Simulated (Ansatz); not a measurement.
Job for Ansatz (a first-principles code): U-CCSD(T)/aug-cc-pVTZ on HCOts, 2S+1 = 2.

Ansatz 0.2 input:
```yaml
crystal:
  periodic: [false, false, false]
  atoms:
    - {symbol: H, position_ang: [-1.52086400, 1.38882900, 0.00000000]}
    - {symbol: C, position_ang: [0.10863300, 0.54932900, 0.00000000]}
    - {symbol: O, position_ang: [0.10863300, -0.58560100, 0.00000000]}
basis:
  gaussian:
    orbitals: aug-cc-pVTZ
magnetization: {spin_polarized: true, initial_magnetization: 1}
correlation: {method: ccsd_t, electrons: outside_noble_gas}
scf: {omitted_lower_state_checks: [cluster_reference]}
```

The head of its log:

```
WARN ansatz: RAYON_NUM_THREADS=1 ignored (pool sized by the plan → 1); use --threads N
Functional definition: HF
these checks for a lower state are left out or cut short: cluster_reference
integrals: 0.26 GiB planned
692 factors; integrals over basis functions are off by at most 8.6e-4 eV
mean field: 0.23 GiB planned
mean field evaluation 1: about -3079.7988 eV, gradient 2.0e1 eV
mean field evaluation 2: about -3079.7997 eV, gradient 2.0e1 eV
mean field evaluation 4: about -3081.9324 eV, gradient 3.0e0 eV
mean field evaluation 8: about -3082.1445 eV, gradient 1.8e-1 eV
mean field -3082.14552893 eV, -113.2667590349 hartree, gradient 2.5e-6 eV, S^2 0.784200; 0 other end points of the search recorded, 0 dependent functions left out
2 core orbitals not correlated
reference -3082.14552893 eV, -113.2667590349 hartree; 6, 5 occupied and 107, 108 virtual orbitals, 692 factors
```

Problem. Give the final energy of this run.

Solution. -113.6567 hartree (reference determinant -113.2668, T1 diagnostic 0.022).
